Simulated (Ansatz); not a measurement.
Relaxation of H5OSSi (8 atoms, charge 1, multiplicity 1), to a largest force component of 0.02 eV/Å in at most 50 steps.

All numbers below come from RKS PBE0/def2-SVP in Ansatz.

```xyz
8
Properties=species:S:1:pos:R:3:forces:R:3
Si -0.799 0.670 -0.703 0.99 -0.41 0.59
O 0.622 0.022 0.366 -0.45 -0.30 0.06
S 0.467 -1.368 1.431 -0.21 0.35 0.08
H -1.120 -0.585 -1.367 -0.23 -0.27 -0.31
H 0.059 1.630 -1.387 -0.03 0.40 -0.37
H -1.735 1.167 0.294 -0.38 0.21 0.20
H 1.288 0.643 0.706 0.14 0.11 -0.02
H 1.217 -2.179 0.661 0.17 -0.10 -0.23
```

**Question.** Where does it end, and by what steps?

**Answer.** It converged. Limits of this set-up: the dipole of an ion depends on the origin. After 6 steps the energy has fallen by 0.075 eV; H7 moved furthest, 0.20 Å.

| step | energy less start (eV) | largest force component (eV/Å) | accepted |
| --- | --- | --- | --- |
| 0 | 0.0000 | 0.990 | yes |
| 1 | -0.0567 | 0.370 | yes |
| 2 | -0.0697 | 0.070 | yes |
| 3 | -0.0716 | 0.059 | yes |
| 4 | -0.0721 | 0.114 | yes |
| 5 | -0.0749 | 0.061 | yes |
| 6 | -0.0755 | 0.017 | yes |

```xyz
8
Properties=species:S:1:pos:R:3
Si -0.742 0.639 -0.666
O 0.634 0.038 0.402
S 0.470 -1.291 1.522
H -1.037 -0.565 -1.469
H -0.034 1.739 -1.356
H -1.781 1.038 0.307
H 1.425 0.586 0.570
H 1.064 -2.183 0.689
```

Run time: 16 s on 1 thread of Arm Neoverse V2, on a shared host, peak memory 0.16 GiB.
